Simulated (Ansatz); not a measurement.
For bcc Cs, PBE+SOC in Ansatz (PAW) gives:

* **lattice parameter a**: 6.159 Å
* **bulk modulus**: 1.96 GPa

Problem. What does r²SCAN+rVV10 in Ansatz (PAW) give for the same quantities?

Solution. 
- lattice constant a: 6.169 Å (increases by 0.2 %)
- bulk modulus: 1.98 GPa (stays essentially unchanged)

For comparison: lattice constant a 6.039 Å (measured, low-temperature or extrapolated to 0 K; zero-point anharmonic expansion removed; as tabulated in Csonka et al. (2009), arXiv:0903.4037); bulk modulus 2.11 GPa (measured, corrected for temperature and zero-point phonon effects, our sources range from 2.11 to 2.35; as tabulated in Levämäki et al. (2014), arXiv:1402.3671).

Changes are worked out from the printed values.

Unless a cell is named, each level is at its own relaxed cell (PBE+SOC 116.84, r²SCAN+rVV10 117.38 Å³/atom).

Ansatz's density-functional and Hartree–Fock values are scalar-relativistic unless marked +SOC, with PAW data made under PBE.

Ansatz is a first-principles code.
